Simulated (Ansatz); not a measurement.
`C#CSS`, relaxed with RKS PBE0-D4/def2-TZVP in the Gaussian-basis code of Ansatz from a PBE-D4/def2-SVP geometry. The force threshold is 0.005 eV/Å; the program also tests the step.

Total charge 0; spin multiplicity 1.

Start:

```xyz
6

C     0.610   -0.461    1.663
C    -0.175   -0.062    0.805
S    -1.315    0.545   -0.284
S    -0.631   -0.135   -2.170
H     1.310   -0.808    2.411
H     0.201    0.920   -2.426
```

(1) How much energy does the relaxation release, and in how many steps? (Best estimate.)

(2) Which bonds change most? (Best estimate.)

(3) Give the relaxed structure. (Best estimate.)

Answers

(1) Computed: 7.06 kJ/mol, in 5 steps.

(2) Computed: S3–S4 from 2.118 to 2.055 Å; C1–C2 from 1.229 to 1.205 Å; S4–H6 from 1.368 to 1.347 Å; C1–H5 from 1.081 to 1.064 Å.

(3) Computed: 
```xyz
6

C     0.604   -0.449    1.634
C    -0.168   -0.061    0.793
S    -1.300    0.531   -0.293
S    -0.624   -0.127   -2.118
H     1.287   -0.798    2.371
H     0.201    0.903   -2.387
```
